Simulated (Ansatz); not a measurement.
Born–Oppenheimer molecular dynamics of C$_{2}$H$_{2}$NO (6 atoms, charge 0, multiplicity 2). It starts from a relaxed structure.

All numbers below come from UKS PBE0-D4/def2-SVP (Ansatz).

```json
{
 "ensemble": "NVT, Nosé–Hoover chain",
 "time step": "0.5 fs",
 "steps asked": "100",
 "set temperature": "2000 K",
 "thermostat": "time constant 100 fs, chain length 3 (defaults)",
 "masses": "H 2.014 u",
 "seed": "391029"
}
```

First frame:

```xyz
6
Properties=species:S:1:pos:R:3
N 0.539 -2.182 0.798
C 0.348 -1.101 0.391
C 0.169 0.189 -0.101
O -1.062 0.718 -0.133
H 1.025 0.766 -0.459
H -1.018 1.609 -0.497
```

(1) What does the run give?

(2) What happens to the structure?

(3) How do temperature and energy run in time?

## Answers

(1) All steps were run.

```json
{"steps done": "100", "time covered": "50 fs", "mean temperature over the second half": "941 K", "spread of the potential energy over the second half": "26.7 meV per atom", "mean potential energy of the second half above the start": "97.5 meV per atom"}
```

The conserved energy stayed within 1.7 meV per atom of its start (net change 0.77 meV per atom), so the integration is sound. The mean temperature of the second half is 53 % below the set value. A run of 0.05 ps of so small a system gives no equilibrium averages.

(2) The same pairs are bonded in the first frame and the last. Pairs count as bonded within 1.25 times the sum of covalent radii (0.12 Å more for H–H). Another seed would give other details.

(3) 
```tsv
time (fs)	T (K)	potential energy less start (eV)	conserved less start (meV/atom)
0.0	2000	0.000	0.00
1.5	1584	0.219	0.64
3.0	966	0.541	1.05
4.5	800	0.627	1.09
6.0	1143	0.448	0.63
7.5	1287	0.369	-0.05
9.0	695	0.684	1.29
10.5	968	0.540	0.63
12.0	1476	0.274	0.08
13.5	1170	0.437	0.72
15.0	751	0.657	1.00
16.5	690	0.689	1.02
18.0	1001	0.528	0.69
19.5	1158	0.444	0.05
21.0	566	0.757	1.02
22.5	592	0.744	0.98
24.0	1184	0.434	0.00
25.5	949	0.562	0.69
27.0	552	0.771	1.08
28.5	604	0.745	1.06
30.0	1086	0.495	0.70
31.5	1414	0.325	-0.02
33.0	821	0.639	0.76
34.5	602	0.757	1.26
36.0	1250	0.417	-0.04
37.5	1097	0.504	0.59
39.0	612	0.759	1.01
40.5	456	0.842	1.13
42.0	825	0.653	0.92
43.5	1342	0.385	0.16
45.0	1069	0.532	0.37
46.5	685	0.740	1.50
48.0	1321	0.407	0.03
49.5	1327	0.413	0.54
```

The run took 9.6 min on 1 CPU thread of a shared host.
